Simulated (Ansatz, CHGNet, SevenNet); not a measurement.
Elastic constant C12 (GPa) of solids drawn from the class of alkali halides, from the machine-learned potential CHGNet 0.3.0 (trained on PBE and PBE+U data); the machine-learned potential CHGNet-r²SCAN (trained on r²SCAN data); the machine-learned potential SevenNet-0 (trained on PBE and PBE+U data); the machine-learned potential SevenNet-l3i5 (trained on PBE and PBE+U data); PBE (Ansatz, a program for electronic structure, PAW); r²SCAN (PAW; Ansatz).

| solid | CHGNet 0.3.0 | CHGNet-r²SCAN | SevenNet-0 | SevenNet-l3i5 | PBE | r²SCAN |
|---|---|---|---|---|---|---|
| rock-salt KBr | 15.9 | 8.43 | 0.17 | 7.36 | 5.06 | … |
| rock-salt KCl | 9.73 | 8.95 | 4.06 | 5.87 | 6.33 | … |
| rock-salt LiF | 40.7 | 33.9 | 36.7 | 39.8 | 46.5 | 46.8 |
| rock-salt KF | 11.4 | 15.0 | 13.6 | 14.5 | 14.1 | 14.3 |
| rock-salt NaI | 12.5 | 10.4 | 9.87 | 8.82 | 7.94 | 7.96 |
| rock-salt KI | 7.45 | 8.22 | 4.14 | 4.30 | 3.85 | 3.40 |
| rock-salt LiCl | 37.4 | 30.5 | 29.7 | 21.4 | 21.9 | 21.9 |

Some entries are withheld; supply them.


- rock-salt KBr, r²SCAN: 4.56
- rock-salt KCl, r²SCAN: 5.78

The levels part most in proportion for rock-salt KBr (0.17 to 15.9 GPa) and least for rock-salt KF (11.4 to 15.0 GPa).

Each level is taken at its own relaxed cell. Ansatz's density-functional and Hartree–Fock values are scalar-relativistic unless marked +SOC, with PAW data made under PBE.

Machine-learned potentials (CHGNet 0.3.0, CHGNet-r²SCAN, SevenNet-0, SevenNet-l3i5) are trained on DFT data: a solid inside that data is no test of them.
